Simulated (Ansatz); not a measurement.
# N₂H₄, triplet: from triple and quadruple zeta to the limit

| atom | x (Å) | y (Å) | z (Å) |
| --- | --- | --- | --- |
| N | -1.1301 | 0.0138 | -0.0277 |
| H | -1.4274 | 0.9816 | -0.0277 |
| H | -1.4274 | -0.3885 | 0.8526 |
| H | -0.0301 | 0.0138 | -0.0277 |
| N | 1.2299 | 0.0138 | -0.0277 |
| H | 1.4990 | -0.9904 | -0.0277 |

Connectivity, by distances: NH2 ··· NH, 1 bridging H.

Ansatz 0.2.0, UHF determinant, valence electrons correlated. Energies in eV.

```
       set  X  functions  Hartree–Fock  MP2 correlation  CCSD(T) correlation                                                                                                   time
def2-TZVPP  3        118    -3024.4680         -10.6476             -11.8697  7.5 s on 1 × NVIDIA H100 80GB HBM3 with 1 thread of AMD EPYC 7R13 Processor (Zen 3), on a shared host
def2-QZVPP  4        234    -3024.6202         -11.4237             -12.5714   14 s on 1 × NVIDIA H100 80GB HBM3 with 1 thread of AMD EPYC 7R13 Processor (Zen 3), on a shared host
```

Hartree–Fock is taken to follow E(X) = E∞ + A·exp(−7.88·√X), correlation E(X) = E∞ + B·X^−2.97.

Cautions: lower spins were not checked.

Q: Work out the CCSD(T) energy at the limit, and how far the shortcut misses it that extrapolates MP2 and adds CCSD(T) minus MP2 from the smaller set.

A: Hartree–Fock: E∞ = E4 + 0.1377·(E4 − E3) = -3024.6412. Correlation: E∞ = E4 + 0.7407·(E4 − E3) = -13.0911 for CCSD(T) and -11.9986 for MP2. The limit is -3037.7323 eV, 0.541 eV below def2-QZVPP. The shortcut gives a correlation energy of -11.9986 + (-1.2221) = -13.2207, 130 meV lower than the direct value.
